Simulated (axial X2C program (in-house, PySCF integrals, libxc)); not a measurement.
What spin–orbit coupling does to MgP⁻

All values were computed with an in-house all-electron X2C program for linear molecules (integrals from PySCF). Spin-free means the one-electron spin-free X2C Hamiltonian; two-component (2c) means X2C with spin–orbit coupling and atomic mean-field two-electron Coulomb and Gaunt terms, so the difference of the two also holds small scalar two-electron terms. Basis: P dyall-av3z [9s8p3d2f], Mg dyall-av3z [10s9p6d4f] (cores contracted in-house); Gaussian nuclei, density fitting, unrestricted open shells. Masses: P 30.974 u, Mg 23.985 u.

Spin-free state: M_S = 1, Λ = 1 (beyond evenly filled blocks: σα, π+α, π+β, π-α); fragments P- + Mg.

```
level  Re (Å)  ωe (cm⁻¹)  De (eV)  μ (D)
 PBE0   2.402      363.1    1.404   0.55
 CCSD   2.439      333.9    1.215    n/a
B3LYP   2.424      343.3    1.216   0.56
```

Correlated methods: 8 electrons correlated (number of frozen shells: P 2 s, 1 p; Mg 2 s, 1 p), 276 virtual spin orbitals or spinors in MP2, 90 natural virtuals in coupled cluster.

Dipoles are positive if Mg is the positive end and refer to the centre of mass.

Two-component determinant lowest at the distance of the search:

Ω = 2 (⟨Sz⟩ = 1.00, ⟨Lz⟩ = 1.00 at HF); fragments P- + Mg.

```json
{"level": "PBE0", "Re (Å)": "2.402", "ωe (cm⁻¹)": "363.0", "De (eV)": "1.415", "μ (D)": "0.55"}
{"level": "CCSD", "Re (Å)": "2.440", "ωe (cm⁻¹)": "334.6", "De (eV)": "1.225", "μ (D)": "n/a"}
{"level": "B3LYP", "Re (Å)": "2.424", "ωe (cm⁻¹)": "343.1", "De (eV)": "1.227", "μ (D)": "0.56"}
```

(1) From the two tables, how do the constants change at the CCSD level (2c against spin-free)?

Occupations by symmetry block were frozen at the best pattern of an incomplete PBE0 search. De is counted from the lowest determinant-based energies of the atoms at the same level, without counterpoise correction. Density functionals use the spin component along the axis (collinear). CCSD ran in a truncated set of natural virtual spinors with an MP2 remainder; without triples it tends to underbind. The 2c atoms are single determinants rather than J levels; their spin–orbit lowering is only partly caught, and De is too large by that part. This holds for PBE0, CCSD, B3LYP. PBE0 can misorder states that lie within some tenths of an eV, so this need not be the ground state of the molecule. The nearest other spin-free determinant of the search, M_S = 0, Λ = 1, lies 0.08 eV up at the distance of the search. The functionals have no current-density term, which raises determinants with orbital currents, atoms included. With several unpaired electrons one determinant need not be a pure state. A state of lower Ω lies just above, and one determinant can place such states too high, so the state shown need not be the lowest. The search has Ω = 1 only 0.08 eV up. Open-shell Ω = 0 determinants with evenly filled partner blocks cannot be reached by this program, so the Ω shown need not be the lowest component. The highest occupied level of some functionals is positive through self-interaction error; at Hartree–Fock it is bound. The determinant is spin-polarised beyond a pure state at some levels (its spin-free form has ⟨S²⟩ too high), which makes Re and μ there less reliable.

Results:

(1) At the CCSD level Re is unchanged within 0.001 Å and ωe increases by 0.7 cm⁻¹; De is not compared, since the atomic limits differ or miss part of their spin–orbit lowering.
